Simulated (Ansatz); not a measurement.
Geometry optimisation, RHF/cc-pVDZ (Ansatz 0.2.0).

input.yaml

```yaml
crystal:
  periodic: [false, false, false]
  atoms:
    - { symbol: C, position_ang: [-0.30846, 0.59589, -1.14785] }
    - { symbol: C, position_ang: [-0.08615, -0.06263, 0.03772] }
    - { symbol: C, position_ang: [1.15378, -0.45015, 0.48789] }
    - { symbol: S, position_ang: [-1.52935, -0.76009, 0.88244] }
    - { symbol: H, position_ang: [0.50111, 0.79234, -1.83883] }
    - { symbol: H, position_ang: [-1.30221, 0.88815, -1.45632] }
    - { symbol: H, position_ang: [1.27955, -0.95966, 1.4324] }
    - { symbol: H, position_ang: [2.03869, -0.31017, -0.11896] }
    - { symbol: H, position_ang: [-1.74696, 0.26631, 1.7215] }
total_charge: 1
basis:
  gaussian: { orbitals: cc-pVDZ }
hamiltonian:
  xc: hf
relax:
  f_tol: 0.015
  max_steps: 40
```

Run as:

```bash
$ ansatz run input.yaml --threads 1 --pin off --max-ram 2048MiB --backend cpu --events-out ev --progress --plain --runs-dir out
```

Problem. Where does it end, and by what steps?

Solution. The run converged. Limits of this set-up: the dipole of an ion depends on the origin. After 6 steps the energy has fallen by 0.167 eV; H8 moved furthest, 0.18 Å.

```json
{"step": "0", "energy less start (eV)": "0.0000", "largest force component (eV/Å)": "1.423", "accepted": "yes"}
{"step": "1", "energy less start (eV)": "0.0831", "largest force component (eV/Å)": "1.806", "accepted": "no"}
{"step": "2", "energy less start (eV)": "-0.1400", "largest force component (eV/Å)": "0.417", "accepted": "yes"}
{"step": "3", "energy less start (eV)": "-0.1652", "largest force component (eV/Å)": "0.221", "accepted": "yes"}
{"step": "4", "energy less start (eV)": "-0.1672", "largest force component (eV/Å)": "0.016", "accepted": "yes"}
{"step": "5", "energy less start (eV)": "-0.1673", "largest force component (eV/Å)": "0.018", "accepted": "yes"}
{"step": "6", "energy less start (eV)": "-0.1673", "largest force component (eV/Å)": "0.010", "accepted": "yes"}
```

```xyz
9
Properties=species:S:1:pos:R:3
C -0.282 0.542 -1.138
C -0.163 -0.146 0.052
C 1.124 -0.465 0.437
S -1.598 -0.725 0.963
H 0.592 0.857 -1.698
H -1.254 0.782 -1.555
H 1.316 -1.058 1.324
H 1.982 -0.138 -0.140
H -1.717 0.350 1.755
```

Run time: 16 s on 1 thread of AMD EPYC 7R43 64-Core Processor (Zen 3), on a shared host, peak memory 0.16 GiB.
